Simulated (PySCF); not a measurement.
# F2H2P2: the cost of one run

The runs use PySCF 2.14.0, with density-fitted response routines of our own; the level of theory stands in each step. All values are computed, except where a source is named. Atoms are numbered from 0 throughout.

## (1) The starting structure

6 atoms, charge 0, multiplicity 1; geometry from: GFN2-xTB. The atoms were then displaced at random by about 0.01 Å, so the start is not that level's minimum.

Bonds of the start (Å): F0–P1 1.63, P1–F2 1.62, P1–P3 2.22, P3–H4 1.38, P3–H5 1.38.

## (2) Optimising the geometry at PBE0-D3(BJ)/def2-SVP

Job settings and geometry (Å):

```
{"job": {"xc": "PBE0", "basis": "def2-SVP", "d3": "d3bj", "grid": 1, "shake": 0.01, "kind": "geom"}, "charge": 0, "multiplicity": 1}
F     -1.500580    -1.015610    -0.860070
P     -0.818240     0.410220    -0.474130
F     -1.715250     0.621630     0.863270
P      1.008610    -0.420140     0.483180
H      1.449230     0.864340     0.704580
H      1.600400    -0.490460    -0.761510
```

Launch:

```console
> OMP_NUM_THREADS=1 python probes_run.py task.json out
```

This one command runs all jobs of the session in turn.

Q: Estimate the wall time and peak memory of this first job on 1 thread of Arm Neoverse V1, shared host.

About 12 s, with a peak of 0.32 GiB.
